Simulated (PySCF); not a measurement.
[BH4]- (charge -1).
SMILES: `[BH4-]`

The closed-shell ground state was solved at several levels (PySCF, density fitting, gas phase, non-relativistic). Geometry: PBE0-D3(BJ)/def2-SVP; no solvent, vibrations or thermal averaging. The geometry's basis has no diffuse functions, a weakness for an anion. No diffuse functions stand in pcJ-1 and pcSseg-1, which bears on an anion's orbital energies.

| level | basis functions | total energy (Eh) | HOMO (eV) | LUMO (eV) | gap (eV) |
| --- | --- | --- | --- | --- | --- |
| wB97X-D/pcSseg-1 | 37 | -27.2431 | -3.77 | 9.91 | 13.68 |
| PBE0/pcSseg-1 | 37 | -27.2013 | -1.80 | 8.24 | 10.04 |
| CAM-B3LYP/def2-SVPD | 52 | -27.2100 | -3.31 | 5.41 | 8.72 |

Q: Estimate the row for B3LYP/pcJ-1, a basis of 67 functions; the other rows only guide the guess.

A: Total energy -27.2688 Eh, HOMO -1.64 eV, LUMO 7.76 eV, gap 9.40 eV.

Q: Over all these levels, which gives the widest orbital gap and which the narrowest?

A: wB97X-D/pcSseg-1 (range-separated hybrid) has the widest, 13.68 eV, and CAM-B3LYP/def2-SVPD (range-separated hybrid) the narrowest, 8.72 eV. Functional and basis both differ between the two, so the spread mixes both effects.

wB97X-D is run here without its empirical dispersion term; that term would change no orbital, density or response property at a fixed geometry.
